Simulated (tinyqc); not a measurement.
UHF in the sto-3g basis, for H2O, spin multiplicity 1, step by step (part 3 of 3). This run ends on a higher stationary point, not on the lowest solution. Computed by tinyqc, a small Python program that keeps every step (integrals from PySCF). Command: `OMP_NUM_THREADS=1 python tinyqc.py 27169 27170 out.jsonl` (the two numbers bound the seeds that draw the settings). One thread of a shared host (Intel(R) Xeon(R) Processor @ 2.60GHz), about 0.2 s of CPU time with the checks.

Geometry (angstrom):
```
atom         x          y         z
O     0.000000   0.000000  0.000000
H     0.000000   1.095000  0.749000
H     0.000000  -1.095000  0.749000
```

## Populations, bond orders and dipole

D(alpha) after iteration 54, order 1O 1s, 1O 2s, 1O 2px, 1O 2py, 1O 2pz, 2H 1s, 3H 1s:
$$\begin{pmatrix}
1.056641 & -0.240566 & 0.000002 & 0.000000 & 0.045019 & -0.004038 & -0.004038 \\
-0.240566 & 1.032881 & -0.000011 & 0.000000 & -0.227510 & -0.029034 & -0.029034 \\
0.000002 & -0.000011 & 1.000000 & 0.000000 & -0.000017 & 0.000015 & 0.000015 \\
0.000000 & 0.000000 & 0.000000 & 0.370016 & 0.000000 & 0.281902 & -0.281902 \\
0.045019 & -0.227510 & -0.000017 & 0.000000 & 0.543439 & 0.286446 & 0.286446 \\
-0.004038 & -0.029034 & 0.000015 & 0.281902 & 0.286446 & 0.374607 & -0.054937 \\
-0.004038 & -0.029034 & 0.000015 & -0.281902 & 0.286446 & -0.054937 & 0.374607
\end{pmatrix}$$

D(beta) after iteration 54, order 1O 1s, 1O 2s, 1O 2px, 1O 2py, 1O 2pz, 2H 1s, 3H 1s:
$$\begin{pmatrix}
1.056641 & -0.240566 & -0.000002 & 0.000000 & 0.045019 & -0.004038 & -0.004038 \\
-0.240566 & 1.032881 & 0.000011 & 0.000000 & -0.227510 & -0.029034 & -0.029034 \\
-0.000002 & 0.000011 & 1.000000 & 0.000000 & 0.000017 & -0.000015 & -0.000015 \\
0.000000 & 0.000000 & 0.000000 & 0.370016 & 0.000000 & 0.281902 & -0.281902 \\
0.045019 & -0.227510 & 0.000017 & 0.000000 & 0.543439 & 0.286446 & 0.286446 \\
-0.004038 & -0.029034 & -0.000015 & 0.281902 & 0.286446 & 0.374607 & -0.054937 \\
-0.004038 & -0.029034 & -0.000015 & -0.281902 & 0.286446 & -0.054937 & 0.374607
\end{pmatrix}$$

overlap S, order 1O 1s, 1O 2s, 1O 2px, 1O 2py, 1O 2pz, 2H 1s, 3H 1s:
$$\begin{pmatrix}
1.000000 & 0.236704 & 0.000000 & 0.000000 & 0.000000 & 0.022634 & 0.022634 \\
0.236704 & 1.000000 & 0.000000 & 0.000000 & 0.000000 & 0.268746 & 0.268746 \\
0.000000 & 0.000000 & 1.000000 & 0.000000 & 0.000000 & 0.000000 & 0.000000 \\
0.000000 & 0.000000 & 0.000000 & 1.000000 & 0.000000 & 0.210733 & -0.210733 \\
0.000000 & 0.000000 & 0.000000 & 0.000000 & 1.000000 & 0.144145 & 0.144145 \\
0.022634 & 0.268746 & 0.000000 & 0.210733 & 0.144145 & 1.000000 & 0.086566 \\
0.022634 & 0.268746 & 0.000000 & -0.210733 & 0.144145 & 0.086566 & 1.000000
\end{pmatrix}$$

Mulliken: Z minus the diagonal of D S on the atom; Loewdin: the same with S^(1/2) D S^(1/2); Mayer order: 2 sum_s sum (D(s) S)_ij (D(s) S)_ji over the two atoms.

Charges (e):
```
atom   Mulliken    Loewdin  Mulliken spin
1O    -0.149388  -0.116463              0
2H     0.074694   0.058231              0
3H     0.074694   0.058231              0
```

Mayer bond orders:
```
pair     order
2-1   0.985004
3-1   0.985004
3-2   0.009416
```

dipole moment about the origin, x y z (debye): [0.000000, 0.000000, 1.201980]

<S^2> of the determinant (pure state: 0) = 2.39e-09
